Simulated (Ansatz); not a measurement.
Calculated with Ansatz (gas phase, PBE0-D4/def2-TZVP geometries, no zero-point term in ΔE). CCSD(T)/CBS adds triple-zeta CCSD(T) − MP2 to the extrapolated MP2 energy (def2 sets, frozen cores). This one scheme is used for every species. DFT in def2-TZVPP. One conformer a species, not always the lowest.

`FC(Cl)Cl` + H₂O → `OC(Cl)Cl` + H–F  (formal hydrolysis of a C–F bond)

```json
{"level": "revPBE-D4", "ΔE (kcal/mol)": "-5.0", "difference from CCSD(T)/CBS": "-0.1"}
{"level": "r2SCAN-D4", "ΔE (kcal/mol)": "-4.1", "difference from CCSD(T)/CBS": "0.8"}
{"level": "B97M-V", "ΔE (kcal/mol)": "-3.3", "difference from CCSD(T)/CBS": "1.6"}
{"level": "PBE0-D4", "ΔE (kcal/mol)": "-4.8", "difference from CCSD(T)/CBS": "0.1"}
{"level": "r2SCAN0-D4", "ΔE (kcal/mol)": "-4.5", "difference from CCSD(T)/CBS": "0.4"}
{"level": "BLYP", "ΔE (kcal/mol)": "-3.0", "difference from CCSD(T)/CBS": "1.9"}
{"level": "r2SCANh", "ΔE (kcal/mol)": "-4.2", "difference from CCSD(T)/CBS": "0.7"}
{"level": "r2SCAN0", "ΔE (kcal/mol)": "-4.4", "difference from CCSD(T)/CBS": "0.5"}
{"level": "RPA@PBE/def2-TZVPP", "ΔE (kcal/mol)": "-4.1", "difference from CCSD(T)/CBS": "0.8"}
{"level": "SCS-MP2/def2-QZVPP", "ΔE (kcal/mol)": "-4.9", "difference from CCSD(T)/CBS": "0.0"}
{"level": "CCSD(T)/CBS", "ΔE (kcal/mol)": "-4.9", "difference from CCSD(T)/CBS": "0"}
```

Largest T1 diagnostic among the species: 0.011.

The D4 term adds −0.7 kcal/mol with B3LYP and −0.4 kcal/mol with PBE0; it sums over pairs of atoms, weighted by their polarisabilities, and B3LYP, whose exchange is more repulsive, gets the larger term. In def2-TZVPP, CCSD(T) changes the Hartree–Fock value by −1.7 kcal/mol (the triples alone add −0.3 kcal/mol) and MP2 by −2.7 kcal/mol. Leaving LDA and LC-ωPBE aside and taking each functional with its dispersion term where it has one, the values, not all of them listed here, spread over 1.8 kcal/mol, from PBE-QIDH to B97M-V. LDA lies −1.2 kcal/mol from PBE without D4.

B3LYP here is the variant with VWN-RPA as its local correlation; programs differ in this.
